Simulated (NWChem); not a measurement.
Everything below was run with NWChem. System: Na$_{2}$, charge 0, spin multiplicity 1, at a geometry optimised with PBE0/def2-SVP. The structure started from a generated list of species. Level: G0W0@PBE/def2-QZVP, RI basis def2-qzvp-rifit.

The NWChem input:

```
start mol
memory heap 200 mb stack 700 mb global 1700 mb
geometry units angstroms nocenter noautoz
  Na     0.000000     0.000000     1.562476
  Na     0.000000     0.000000    -1.562476
  symmetry group D2h
end
basis spherical
  * library def2-qzvp
end
basis "ri basis" bse spherical
  * library def2-qzvp-rifit
end
dft
  xc xpbe96 cpbe96
  iterations 100
  direct
  tolerances tight
end
task dft energy
gw
  states alpha occ 4 vir 2
end
task dft gw
```

Output (cleaned and shortened):

```
             Northwest Computational Chemistry Package (NWChem) 7.3.0
             --------------------------------------------------------

                                NWChem Input Module
                                -------------------

 Scaling coordinates for geometry "geometry" by  1.889725989
 (inverse scale =  0.529177249)

 Turning off AUTOSYM since
 SYMMETRY directive was detected!

                             Geometry "geometry" -> ""
                             -------------------------

 Output coordinates in angstroms (scale by  1.889725989 to convert to a.u.)

  No.       Tag          Charge          X              Y              Z
 ---- ---------------- ---------- -------------- -------------- --------------
    1 Na                  11.0000     0.00000000     0.00000000     1.56247600
    2 Na                  11.0000     0.00000000     0.00000000    -1.56247600

 Effective nuclear repulsion energy (a.u.)      20.4900578086

            Nuclear Dipole moment (a.u.)
            ----------------------------
        X                 Y               Z
 ---------------- ---------------- ----------------
     0.0000000000     0.0000000000     0.0000000000

      Symmetry information
      --------------------

 Group name             D2h
 Group number             26
 Group order               8
 No. of unique centers     1

      Symmetry unique atoms

     1


 Summary of "ao basis" -> "" (spherical)
 ------------------------------------------------------------------------------
       Tag                 Description            Shells   Functions and Types
 ---------------- ------------------------------  ------  ---------------------
 *                         def2-qzvp                  on all atoms

 new library libraries.bse/

 Summary of "ri basis" -> "" (spherical)
 ------------------------------------------------------------------------------
       Tag                 Description            Shells   Functions and Types
 ---------------- ------------------------------  ------  ---------------------
 *                      def2-qzvp-rifit               on all atoms

  pbe96 is a nonlocal functional; adding pw91lda local functional.

                                 NWChem DFT Module
                                 -----------------

 Summary of "ao basis" -> "ao basis" (spherical)
 ------------------------------------------------------------------------------
       Tag                 Description            Shells   Functions and Types
 ---------------- ------------------------------  ------  ---------------------
 Na                        def2-qzvp                18       46   9s5p3d1f

 Summary of "ao basis" -> "ao basis" (spherical)
 ------------------------------------------------------------------------------
       Tag                 Description            Shells   Functions and Types
 ---------------- ------------------------------  ------  ---------------------
 Na                        def2-qzvp                18       46   9s5p3d1f

      Symmetry analysis of basis
      --------------------------

        ag         22
        au          4
        b1g         4
        b1u        22
        b2g        10
        b2u        10
        b3g        10
        b3u        10

            General Information
            -------------------
          SCF calculation type: DFT
          Wavefunction type:  closed shell.
          No. of atoms     :     2
          No. of electrons :    22
           Alpha electrons :    11
            Beta electrons :    11
          Charge           :     0
          Spin multiplicity:     1
          Use of symmetry is: on ; symmetry adaption is: on
          Maximum number of iterations: 100
          This is a Direct SCF calculation.
          AO basis - number of functions:    92
                     number of shells:    36
          Convergence on energy requested:  1.00D-06
          Convergence on density requested:  1.00D-05
          Convergence on gradient requested:  5.00D-04

              XC Information
              --------------
          PerdewBurkeErnzerhof Exchange Functional  1.000
            Perdew 1991 LDA Correlation Functional  1.000 local
           PerdewBurkeErnz. Correlation Functional  1.000 non-local

             Grid Information
             ----------------
          Grid used for XC integration:  medium
          Radial quadrature: Mura-Knowles
          Angular quadrature: Lebedev.
          Tag              B.-S. Rad. Rad. Pts. Rad. Cut. Ang. Pts.
          ---              ---------- --------- --------- ---------
          Na                  1.80       88          17.0       434
          Grid pruning is: on
          Number of quadrature shells:    88
          Spatial weights used:  Erf1

          Convergence Information
          -----------------------
          Convergence aids based upon iterative change in
          total energy or number of iterations.
          Levelshifting, if invoked, occurs when the
          HOMO/LUMO gap drops below (HL_TOL):  1.00D-02
          DIIS, if invoked, will attempt to extrapolate
          using up to (NFOCK): 10 stored Fock matrices.

                    Damping( 0%)  Levelshifting(0.5)       DIIS
                  --------------- ------------------- ---------------
          dE  on:    start            ASAP                start
          dE off:    2 iters        100 iters           100 iters

      Screening Tolerance Information
      -------------------------------
          Density screening/tol_rho:  1.00D-10
          AO Gaussian exp screening on grid/accAOfunc:  14
[...]
    11 ag         12 b1u        13 b2u        14 b3u        15 ag
    16 b3g        17 b2g        18 b1u        19 ag         20 b1u
    21 b2u

 !! scf_movecs_sym_adapt:   40 vectors were symmetry contaminated

  Symmetry fudging

 !! scf_movecs_sym_adapt:   38 vectors were symmetry contaminated

   convergence    iter        energy       DeltaE   RMS-Dens  Diis-err    time
 ---------------- ----- ----------------- --------- --------- ---------  ------
 d= 0,ls=0.0,diis     1   -324.3529244825 -3.45D+02  4.32D-03  1.03D+00     1.3

 !! scf_movecs_sym_adapt:   40 vectors were symmetry contaminated

  Symmetry fudging

 !! scf_movecs_sym_adapt:   40 vectors were symmetry contaminated

 d= 0,ls=0.0,diis     2   -324.3628551350 -9.93D-03  2.27D-03  2.52D-02     2.0

 !! scf_movecs_sym_adapt:   40 vectors were symmetry contaminated

  Symmetry fudging

 !! scf_movecs_sym_adapt:   40 vectors were symmetry contaminated

 d= 0,ls=0.0,diis     3   -324.3636369542 -7.82D-04  9.01D-04  1.22D-02     2.8

 !! scf_movecs_sym_adapt:   40 vectors were symmetry contaminated

  Symmetry fudging

 !! scf_movecs_sym_adapt:   40 vectors were symmetry contaminated

 d= 0,ls=0.0,diis     4   -324.3644041934 -7.67D-04  5.83D-05  6.57D-06     3.6

 !! scf_movecs_sym_adapt:   40 vectors were symmetry contaminated

  Symmetry fudging

 !! scf_movecs_sym_adapt:   40 vectors were symmetry contaminated

 d= 0,ls=0.0,diis     5   -324.3644055561 -1.36D-06  1.62D-05  1.86D-06     4.3

 !! scf_movecs_sym_adapt:   40 vectors were symmetry contaminated

  Symmetry fudging

 !! scf_movecs_sym_adapt:   40 vectors were symmetry contaminated

 d= 0,ls=0.0,diis     6   -324.3644059888 -4.33D-07  9.86D-07  2.00D-09     5.1

         Total DFT energy =     -324.364405988847
      One electron energy =     -496.626177787614
           Coulomb energy =      180.340951607066
    Exchange-Corr. energy =      -28.569237616855
 Nuclear repulsion energy =       20.490057808556

 Numeric. integr. density =       21.999999501321

     Total iterative time =      4.6s

                  Occupations of the irreducible representations
                  ----------------------------------------------

                     irrep           alpha         beta
                     --------     --------     --------
                     ag                4.0          4.0
                     au                0.0          0.0
                     b1g               0.0          0.0
                     b1u               3.0          3.0
                     b2g               1.0          1.0
                     b2u               1.0          1.0
                     b3g               1.0          1.0
                     b3u               1.0          1.0

                       DFT Final Molecular Orbital Analysis
                       ------------------------------------

 Vector    9  Occ=2.000000D+00  E=-1.040008D+00  Symmetry=b3g
              MO Center= -5.4D-32,  9.7D-16, -2.0D-16, r^2= 2.7D+00
   Bfn.  Coefficient  Atom+Function         Bfn.  Coefficient  Atom+Function
  ----- ------------  ---------------      ----- ------------  ---------------
    11      0.676728  1 Na py                57     -0.676728  2 Na py
    14      0.054501  1 Na py                60     -0.054501  2 Na py

 Vector   10  Occ=2.000000D+00  E=-1.039134D+00  Symmetry=b1u
              MO Center=  2.1D-32,  2.2D-32,  6.2D-15, r^2= 2.7D+00
   Bfn.  Coefficient  Atom+Function         Bfn.  Coefficient  Atom+Function
  ----- ------------  ---------------      ----- ------------  ---------------
    12      0.677649  1 Na pz                58      0.677649  2 Na pz
    15      0.050540  1 Na pz                61      0.050540  2 Na pz
     8     -0.048449  1 Na s                 54      0.048449  2 Na s
     9      0.037292  1 Na s                 55     -0.037292  2 Na s
    18      0.029791  1 Na pz                64      0.029791  2 Na pz

 Vector   11  Occ=2.000000D+00  E=-1.145816D-01  Symmetry=ag
              MO Center= -2.5D-15,  4.9D-15,  6.0D-14, r^2= 6.4D+00
   Bfn.  Coefficient  Atom+Function         Bfn.  Coefficient  Atom+Function
  ----- ------------  ---------------      ----- ------------  ---------------
     7      0.349778  1 Na s                 53      0.349778  2 Na s
     8      0.213297  1 Na s                 54      0.213297  2 Na s
     5     -0.112800  1 Na s                 51     -0.112800  2 Na s
     6     -0.083188  1 Na s                 52     -0.083188  2 Na s
     4     -0.059676  1 Na s                 50     -0.059676  2 Na s

 Vector   12  Occ=0.000000D+00  E=-6.626370D-02  Symmetry=b1u
              MO Center=  3.5D-15,  7.1D-15, -8.0D-14, r^2= 1.3D+01
   Bfn.  Coefficient  Atom+Function         Bfn.  Coefficient  Atom+Function
  ----- ------------  ---------------      ----- ------------  ---------------
     7      0.356839  1 Na s                 53     -0.356839  2 Na s
     8      0.337463  1 Na s                 54     -0.337463  2 Na s
     9      0.180085  1 Na s                 55     -0.180085  2 Na s
    21      0.119123  1 Na pz                67      0.119123  2 Na pz
     5     -0.095622  1 Na s                 51      0.095622  2 Na s

 Vector   13  Occ=0.000000D+00  E=-3.509209D-02  Symmetry=b2u
              MO Center= -1.3D-28, -4.9D-15, -1.3D-17, r^2= 1.3D+01
   Bfn.  Coefficient  Atom+Function         Bfn.  Coefficient  Atom+Function
  ----- ------------  ---------------      ----- ------------  ---------------
    20      0.298689  1 Na py                66      0.298689  2 Na py
    23      0.223787  1 Na py                69      0.223787  2 Na py
    17      0.109166  1 Na py                63      0.109166  2 Na py
    11     -0.088784  1 Na py                57     -0.088784  2 Na py

 Vector   14  Occ=0.000000D+00  E=-3.509209D-02  Symmetry=b3u
              MO Center=  2.5D-15,  3.4D-28, -1.2D-16, r^2= 1.3D+01
   Bfn.  Coefficient  Atom+Function         Bfn.  Coefficient  Atom+Function
  ----- ------------  ---------------      ----- ------------  ---------------
    19      0.298689  1 Na px                65      0.298689  2 Na px
    22      0.223787  1 Na px                68      0.223787  2 Na px
    16      0.109166  1 Na px                62      0.109166  2 Na px
    10     -0.088784  1 Na px                56     -0.088784  2 Na px

 center of mass
 --------------
 x =   0.00000000 y =   0.00000000 z =   0.00000000

 moments of inertia (a.u.)
 ------------------
         400.857091236311           0.000000000000           0.000000000000
           0.000000000000         400.857091236311           0.000000000000
           0.000000000000           0.000000000000           0.000000000000

     Multipole analysis of the density
     ---------------------------------

     L   x y z        total         alpha         beta         nuclear
     -   - - -        -----         -----         ----         -------
     0   0 0 0     -0.000000    -11.000000    -11.000000     22.000000

     1   1 0 0     -0.000000     -0.000000     -0.000000      0.000000
     1   0 1 0     -0.000000     -0.000000     -0.000000      0.000000
     1   0 0 1     -0.000000     -0.000000     -0.000000      0.000000

     2   2 0 0    -16.874659     -8.437330     -8.437330      0.000000
     2   1 1 0     -0.000000     -0.000000     -0.000000      0.000000
     2   1 0 1      0.000000      0.000000      0.000000      0.000000
     2   0 2 0    -16.874659     -8.437330     -8.437330      0.000000
     2   0 1 1     -0.000000     -0.000000     -0.000000      0.000000
     2   0 0 2     -8.026098    -99.912709    -99.912709    191.799320

 Task  times  cpu:        5.1s     wall:        5.1s

                                NWChem Input Module
                                -------------------

                                 NWChem GW Module
                                 ----------------

                             ***********************
                             ***        GW       ***
                             ***********************

 Summary of "ri basis" -> "ri basis" (spherical)
 ------------------------------------------------------------------------------
       Tag                 Description            Shells   Functions and Types
 ---------------- ------------------------------  ------  ---------------------
 Na                     def2-qzvp-rifit             42      166   12s11p9d7f3g

                 Memory Information
                 ------------------
          Available GA per process is          1699.9 MBs
          Available stack per process is        700.0 MBs
          Available heap per process is           0.0 MBs

          Peak memory in Initialization
              Peak GA per process is                  3.9 MBs
              Peak stack per process is               0.1 MBs
              Peak heap per process is                4.2 MBs
              Memory not in MA per process            0.0 MBs

          Peak memory in AFF Calculation
              Peak GA per process is                 11.3 MBs
              Peak stack per process is               6.1 MBs
              Peak heap per process is                0.0 MBs
              Memory not in MA per process            6.1 MBs

          Computing 2-center integrals
          Computing Inverse Cholesky factor
          Computing 3-center integrals
          Computing V_xc ...

          Computing Sigma_x
          Computing RPA polarizability
          Solving quasiparticle equations

                  Alpha Orbitals
          State     Energy (eV)     Error (eV)
          -----------------------------------
@GW         8        -34.692           0.000
@GW         9        -34.692           0.000
@GW        10        -34.628           0.005
@GW        11         -4.825           0.004
@GW        12         -0.566           0.003
@GW        13          0.174           0.002

   Applying  -1.7075 eV scissor-shift to rest of particle states

   Applying   1.2369 eV scissor-shift to rest of hole states

     GW Timing Statistics
   ------------------------
   Init.   :          0.1s
     ERIs  :          0.8s
     Distr.:          0.0s
     Vxc   :          0.1s
   Sigma_x :          0.0s
   RPA     :          0.2s
   Wmn     :          0.0s
   Sigma_c :          0.0s
   GW total:          1.2s

 Task  times  cpu:        1.2s     wall:        1.2s

 Total times  cpu:        6.3s     wall:        6.3s
```
